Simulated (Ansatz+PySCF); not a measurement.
Values are calculated unless marked as measured or tabulated.
## Ansatz (development build ahead of 0.2.0) run

```yaml
crystal:
  periodic: [false, false, false]
  atoms:
    - { symbol: O, position_ang: [0.0, 0.0414, 1.39511] }
    - { symbol: H, position_ang: [0.75871, -0.28088, 1.89026] }
    - { symbol: H, position_ang: [-0.75871, -0.28088, 1.89026] }
    - { symbol: O, position_ang: [0.0, -0.00629, -1.50819] }
    - { symbol: H, position_ang: [0.0, 0.0097, -0.53502] }
basis:
  gaussian: { orbitals: cc-pVTZ }
magnetization:
  initial_magnetization: 1
hamiltonian:
  xc: hf
correlation:
  method: ccsd_t
  frozen_orbitals: { H: 0, O: 1 }
```

The input is written out in the form of the current development build from the run's settings. Correlation on restricted open-shell orbitals is semicanonical, with singles.

Output:

- Converged: yes
- Reference energy: -151.47979 hartree
- CCSD correlation energy: -0.48730 hartree
- Triples correction: -0.01320 hartree
- Total energy: -151.98029 hartree
- Spin squared of the determinant: 0.750
